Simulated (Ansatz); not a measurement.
Molecule: silane, SiH$_{4}$, charge 0, multiplicity 1. SMILES: [SiH4]
Geometry: optimised at B3LYP-D3(BJ)/def2-TZVP (Ansatz, an electronic-structure program).

Computed values are from Ansatz. Valence correlation only, unless marked. UHF or UKS for open shells. No spin-orbit coupling. No relativistic terms. Basis-set limits of correlation are two-point, X^-3; Hartree-Fock from the larger set.

What is the atomisation energy De at CCSD(T)/CBS(def2-TZVPPD,def2-QZVPPD)?

1360.2 kJ/mol.

What is the total energy at CCSD(T)/CBS(def2-TZVPPD,def2-QZVPPD)?

-291.4583 Eh.

What is the T1 diagnostic at CCSD/def2-QZVPPD?

0.011.

What is the dipole moment at CCSD(T)/aug-cc-pV(D+d)Z?

0.00 D.
